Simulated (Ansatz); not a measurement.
Geometry optimisation, Ansatz, UKS PBE/6-31G*.

input.yaml

```yaml
crystal:
  periodic: [false, false, false]
  atoms:
    - { symbol: F, position_ang: [-1.19116, -1.57439, 0.64643] }
    - { symbol: C, position_ang: [-0.10929, -1.00459, 0.07284] }
    - { symbol: Al, position_ang: [0.17695, 0.93705, -0.06478] }
    - { symbol: H, position_ang: [0.51432, -1.81253, -0.33485] }
    - { symbol: H, position_ang: [-0.22647, 1.82813, 1.12913] }
    - { symbol: H, position_ang: [0.79358, 1.64352, -1.29385] }
magnetization:
  spin_polarized: true
  initial_magnetization: 1
basis:
  gaussian: { orbitals: "6-31G*" }
hamiltonian:
  xc: pbe
relax:
  f_tol: 0.015
  max_steps: 40
output:
  orbitals: {}
```

Command:

```bash
$ ansatz run input.yaml --threads 1 --pin off --max-ram 2048MiB --backend cpu --events-out ev --progress --plain --runs-dir out
```

Q: Where does it end, and by what steps?

A: The run converged. After 7 steps the energy has fallen by 0.206 eV; F1 moved furthest, 0.44 Å.

| step | energy less start (eV) | largest force component (eV/Å) | accepted |
| --- | --- | --- | --- |
| 0 | 0.0000 | 0.743 | yes |
| 1 | -0.1139 | 0.951 | yes |
| 2 | -0.1609 | 0.898 | yes |
| 3 | -0.1937 | 0.464 | yes |
| 4 | -0.2034 | 0.209 | yes |
| 5 | -0.2055 | 0.042 | yes |
| 6 | -0.2056 | 0.016 | yes |
| 7 | -0.2056 | 0.010 | yes |

```xyz
6
Properties=species:S:1:pos:R:3
F -0.893 -1.568 0.964
C -0.127 -0.975 0.019
Al 0.154 0.952 -0.029
H 0.274 -1.744 -0.665
H -0.539 1.870 1.082
H 1.088 1.483 -1.217
```

Run time: 17 s on 1 CPU thread of a shared host.
